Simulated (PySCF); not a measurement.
Sulfur dicyanide, C₂N₂S.
Atom-mapped SMILES: `[N:1]#[C:2][S:3][C:4]#[N:5]`

Method: PBE0-D3(BJ)/def2-SVP geometry optimisation, gas phase (PySCF 2.14.0); density fitting, grid level 1; the optimiser is geomeTRIC in internal coordinates, started from an MMFF94s structure with every atom displaced at random (about 0.03 Å).

Geometry at step 3:
```
atom  x, y, z in Å
N1     -2.2671    0.0734    0.1229
C2     -1.1736    0.2245    0.4574
S3      0.4161    0.4590    1.0024
C4      1.2486   -0.2280   -0.3094
N5      1.8508   -0.6395   -1.2066
```

Q: What forces act on the atoms?

A: 
```
atom  Fx (eV/Å)  Fy (eV/Å)  Fz (eV/Å)
  N1     -0.816     -0.054     -0.175
  C2      0.737      0.006      0.109
  S3      0.103      0.022      0.145
  C4     -0.345      0.267      0.216
  N5      0.321     -0.241     -0.295
```

The largest, 0.84 eV/Å, acts on N1; the rms over all components is 0.344 eV/Å. The forces sum to zero within rounding, as they must for an isolated molecule in no field.

Q: Give the force on N1 in Eh/bohr and in nN.

A: 0.837 eV/Å ÷ 51.422 = 0.01627 Eh/bohr, and 0.837 eV/Å × 1.602 = 1.34 nN.

Q: How far is this geometry from the end of the optimisation?

A: 0.012 eV above it, and 0.046 Å rms away after alignment. The bonds farthest from their final lengths, with half the difference of the two atoms' forces along the bond (positive lengthens):

```csv
bond,now (Å),final (Å),force along bond (eV/Å)
N1≡C2,1.153,1.160,+0.78
C4≡N5,1.156,1.160,+0.46
C2–S3,1.697,1.699,-0.29
```

The angle farthest from its final value is N1–C2–S3, 178.1° against 174.9°.

What follows is the cost of the whole optimisation. The run took 14 s wall on one thread, Intel Xeon Platinum 8375C at 2.90 GHz (x86_64), no GPU, shared host with 64 logical CPUs at a one-minute load of 39, and the process peaked at 0.31 GiB of memory.
